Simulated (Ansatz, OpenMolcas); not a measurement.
## A small benchmark: atomisation enthalpy at 298 K

7 molecules of light elements (H to F); the atomisation enthalpy at 298 K in kJ/mol, computed less measured. Shapes, held fixed at every level: PBE0-D4/def2-TZVP. Flexible molecules stand in one conformer, not always the lowest. Thermal terms are harmonic and unscaled (PBE0-D4/def2-TZVP); the spin-orbit lowering of the free atoms is taken from their spectra. Programs: Ansatz 0.2.0, OpenMolcas 26.06. Measured values: Active Thermochemical Tables, CRC Handbook of Chemistry and Physics.

Levels: A = HF/3-21G; B = SVWN5/def2-TZVP; C = SPW92/def2-TZVPP; D = B3LYP-D4/def2-TZVPP; E = BHLYP-D4/def2-TZVPP.

```tsv
molecule	from tabulated heats	A	B	C	D	E
N2H3 (hydrazinyl radical)	1374	-811	+289	+297	+42	-48
C2H3F (SMILES C=CF)	2310	-764	+373	+376	+1	-89
C2H3N (acetonitrile)	2486	-912	+369	+373	+8	-98
C2H4 (ethylene)	2253	-645	+281	+285	+4	-54
CH3NO (formamide)	2286	-1028	+418	+424	+11	-112
CH4O (methanol)	2039	-737	+295	+301	-4	-75
C3H4 (allene)	2832	-869	+418	+422	+15	-81
```

(1) Sum up the errors.

Answers

(1) 
```json
{"level": "HF/3-21G", "kind": "Hartree–Fock", "mean error": "-823.7", "mean absolute error": "823.7", "worst case": "CH3NO"}
{"level": "SVWN5/def2-TZVP", "kind": "LDA", "mean error": "+349.0", "mean absolute error": "349.0", "worst case": "CH3NO"}
{"level": "SPW92/def2-TZVPP", "kind": "LDA", "mean error": "+354.0", "mean absolute error": "354.0", "worst case": "CH3NO"}
{"level": "B3LYP-D4/def2-TZVPP", "kind": "global hybrid", "mean error": "+11.0", "mean absolute error": "12.1", "worst case": "N2H3"}
{"level": "BHLYP-D4/def2-TZVPP", "kind": "global hybrid", "mean error": "-79.6", "mean absolute error": "79.6", "worst case": "CH3NO"}
```

On this set B3LYP-D4/def2-TZVPP has the smallest mean absolute error and HF/3-21G the largest. HF/3-21G is too low in 7 of 7; SVWN5/def2-TZVP is too high in 7 of 7; SPW92/def2-TZVPP is too high in 7 of 7; B3LYP-D4/def2-TZVPP is too high in 6 of 7; BHLYP-D4/def2-TZVPP is too low in 7 of 7. Heats of the atoms come from ATcT where it has them. The levels differ in basis as well as in method. Hartree–Fock lacks correlation and underbinds. Open shells run unrestricted. The set is small.
